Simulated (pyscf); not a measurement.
Thermochemistry of product channels of H₃C–Cl (SMILES CCl) + H• (SMILES [H]) on the doublet surface, in eV, from ωB97M-D3(BJ)/def2-TZVP energies (ideal gas, 1 atm, RRHO with modes under 100 cm⁻¹ raised to 100, one conformer, R ln 2 for rigid chiral ones). Optimised with ωB97X-D3(BJ)/def2-SVP in PySCF.

```csv
products,ΔE,ΔH(298 K),ΔG(600 K),ΔG(1200 K)
•H₂C–Cl (SMILES [CH2]Cl) + H₂ (SMILES [H][H]),-0.08,-0.18,-0.39,-0.63
CH₃• (SMILES [CH3]) + HCl (SMILES Cl),-0.79,-0.80,-1.01,-1.21
CH₄ (SMILES C) + Cl• (SMILES [Cl]),-1.06,-0.88,-0.85,-0.77
```

These are energies of the channels, which say nothing of barriers. Left out: orbital degeneracy and the spin-orbit lowering of Cl.
